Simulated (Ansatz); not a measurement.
# ClH2OSi radical: small, medium and large basis sets

An exercise on one series of results from a longer session: the logs are not shown, and one member is left open.

Program: Ansatz 0.2.0, Gaussian basis. Level of theory: one geometry, several basis sets. These are calculated values, not measurements.

The runs, in order: PBE0-D4/def2-SVP; ωB97M-V/def2-SVP; PBE0-D4/def2-QZVPP; ωB97M-V/def2-QZVPP; the functionals' def2-TZVPP values are taken from earlier runs.

## Structure used throughout

All runs share one geometry, relaxed beforehand with PBE0-D4 in a triple-zeta def2 set.

5 atoms, charge 0, spin multiplicity 2.

Atoms are counted from 1 here; the program's logs count them from 0.

Bond lengths: O1–Si2 1.639 Å, O1–H4 0.959 Å, Si2–Cl3 2.065 Å, Si2–H5 1.488 Å. Angles: Si2–O1–H4 118.3°, O1–Si2–Cl3 111.1°, O1–Si2–H5 105.3°, Cl3–Si2–H5 108.3°.

The first run:

Input file in.yaml:

```yaml
crystal:
  periodic: [false, false, false]
  atoms:
    - {symbol: O, position_ang: [-0.806120, -0.432037, -0.746534]}
    - {symbol: Si, position_ang: [-0.092285, 0.479808, 0.414012]}
    - {symbol: Cl, position_ang: [1.606550, -0.440829, 1.143627]}
    - {symbol: H, position_ang: [-1.024141, -1.343225, -0.540045]}
    - {symbol: H, position_ang: [0.315996, 1.736283, -0.271051]}
basis:
  gaussian: {orbitals: def2-SVP}
magnetization: {spin_polarized: true, initial_magnetization: 1}
hamiltonian: {xc: pbe0, dispersion: d4}
output: {orbitals: {seedname: orbitals}}
```

Among the steps run: PBE0-D4 in def2-SVP; ωB97M-V in def2-SVP; PBE0-D4 in def2-QZVPP; ωB97M-V in def2-QZVPP.

One table of the session follows, with a row left open; its other results are not shown here.

It belongs to the step «Density functionals: the series». 

```
functional       basis  HOMO (eV)  LUMO (eV)
   PBE0-D4    def2-SVP      -6.14      -2.40
   PBE0-D4  def2-TZVPP      -6.28      -2.46
   PBE0-D4  def2-QZVPP          ?          ?
   ωB97M-V    def2-SVP      -7.89      -0.71
   ωB97M-V  def2-TZVPP      -8.05      -0.85
   ωB97M-V  def2-QZVPP      -8.11      -0.95
```

Q: Estimate the row for PBE0-D4, def2-QZVPP from the others.

The run gave: HOMO (eV): -6.32; LUMO (eV): -2.52. In the column «HOMO (eV)» it lies between ωB97M-V, def2-SVP (-7.89) and PBE0-D4, def2-TZVPP (-6.28).
